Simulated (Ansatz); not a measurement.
The input, for Ansatz 0.2.0:

```yaml
crystal:
  periodic: [false, false, false]
  atoms:
    - {symbol: Al, position_ang: [0.000000, 0.000000, 0.043869]}
    - {symbol: N, position_ang: [0.000000, 0.000000, -1.451360]}
    - {symbol: H, position_ang: [0.000000, 0.000000, 1.407491]}
basis:
  gaussian: {orbitals: 6-31G}
magnetization: {spin_polarized: false, initial_magnetization: 1}
correlation: {method: fic_mrcisd_q, electrons: outside_noble_gas, active_space: {window: {electrons: 9, orbitals: 9}, shells: [{species: Al, l: s, shell: 3}, {species: Al, l: p, shell: 3}, {species: H, l: s, shell: 1}, {species: "N", l: s, shell: 2}, {species: "N", l: p, shell: 2}]}}
```

```sh
$ ansatz run in.yaml --threads 1 --pin off --events-out ev --progress --plain --max-ram 2393MiB
```

**Question.** Roughly how long does this take on 1 thread of Arm Neoverse V1, shared host, and how much host memory?

**Answer.** 4.8 s wall and 0.32 GiB.

```
504 factors; integrals over basis functions are off by at most 1.9e-7 eV
mean field evaluation 1: about -8069.9134 eV, gradient 3.1e1 eV
mean field evaluation 2: about -8069.9408 eV, gradient 3.1e1 eV
mean field evaluation 4: about -8072.8911 eV, gradient 2.8e0 eV
mean field evaluation 8: about -8073.0417 eV, gradient 6.9e-1 eV
mean field evaluation 16: about -8073.0547 eV, gradient 2.7e-6 eV
mean field evaluation 32: about -8072.5922 eV, gradient 1.1e1 eV
mean field evaluation 64: about -8073.0547 eV, gradient 4.2e-3 eV
mean field -8073.29415064 eV, -296.6880877606 hartree, gradient 2.5e-6 eV, S^2 0.750000; 7 other end points of the search recorded, 0 dependent functions left out
reference -8073.29415064 eV, -296.6880877606 hartree; 11, 10 occupied and 13, 14 virtual orbitals, 504 factors
state -8076.50897935 eV, -296.8062305365 hartree
contracted CI cycle   1: correlation 0.00000000 eV, 0.0000000000 hartree, residual 7.58e0 eV
contracted CI cycle   2: correlation -0.96137937 eV, -0.0353300401 hartree, residual 1.78e0 eV
contracted CI cycle   3: correlation -1.01366380 eV, -0.0372514576 hartree, residual 4.82e-1 eV
contracted CI cycle   4: correlation -1.01737173 eV, -0.0373877216 hartree, residual 1.20e-1 eV
contracted CI cycle   5: correlation -1.01758858 eV, -0.0373956906 hartree, residual 3.39e-2 eV
contracted CI cycle   6: correlation -1.01760482 eV, -0.0373962874 hartree, residual 8.82e-3 eV
contracted CI cycle   7: correlation -1.01760604 eV, -0.0373963321 hartree, residual 2.21e-3 eV
contracted CI cycle   8: correlation -1.01760611 eV, -0.0373963348 hartree, residual 5.70e-4 eV
state -8076.50897935 eV, -296.8062305365 hartree; corrected -8077.54920418 eV, -296.8444580940 hartree
Total energy: -8077.54920418 eV, -296.8444580940 hartree
Checks for a lower state left out: starts, orbital_swaps
```

For the same geometry and basis full CI lies 45.9 meV lower.
